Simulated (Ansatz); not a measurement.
Geometry optimisation, RKS PBE-D4/def2-SVPD (Ansatz).

The input (input.yaml):

```yaml
crystal:
  periodic: [false, false, false]
  atoms:
    - { symbol: Mg, position_ang: [-0.4033, -0.7858, -0.8585] }
    - { symbol: H, position_ang: [-0.5435, 1.4004, -0.2776] }
    - { symbol: Cl, position_ang: [-0.9132, -2.2826, -2.2784] }
    - { symbol: H, position_ang: [0.0255, 1.0963, 0.4655] }
    - { symbol: O, position_ang: [0.6683, 0.1793, 1.0799] }
    - { symbol: H, position_ang: [1.1662, 0.3925, 1.8691] }
basis:
  gaussian: { orbitals: def2-SVPD }
hamiltonian:
  xc: pbe
  dispersion: d4
relax:
  f_tol: 0.15
  max_steps: 25
  restrain:
    - { distance: [0, 4], at: 3.37, k: 30.0 }
    - { distance: [3, 1], at: 1.92, k: 30.0 }
    - { distance: [0, 1], at: 1.72, k: 30.0 }
    - { distance: [3, 4], at: 0.97, k: 30.0 }
```

Run as:

```bash
$ ansatz run input.yaml --threads 2 --pin off --max-ram 3072MiB --backend cpu --events-out ev --progress --plain --runs-dir out
```

Where does it end, and by what steps?

The run converged. The restraints hold the end off the free minimum. After 6 steps the energy has fallen by 0.723 eV (the restraints' own energy left out); Mg1 moved furthest, 0.66 Å. Parted: Mg1–O5. Joined: Mg1–H2, H4–O5.

```
step  energy less start (eV)  largest force component (eV/Å)  accepted
   0                  0.0000                           2.510       yes
   1                  0.1411                           6.362       yes
   2                 -0.1582                           4.827       yes
   3                 -0.4016                           3.457       yes
   4                 -0.6730                           0.727       yes
   5                 -0.7012                           0.499       yes
   6                 -0.7230                           0.148       yes
```

```xyz
6
Properties=species:S:1:pos:R:3
Mg -0.729 -0.488 -1.352
H -0.669 1.108 -0.723
Cl -0.970 -2.442 -2.403
H 0.267 0.862 0.939
O 0.634 0.272 1.627
H 1.467 0.689 1.911
```

Whether the end is a true minimum wasn't checked by a vibrational analysis.

The run took 5.6 s on 2 threads of Intel(R) Xeon(R) 6975P-C (Granite Rapids), on a shared host, peak memory 0.18 GiB.
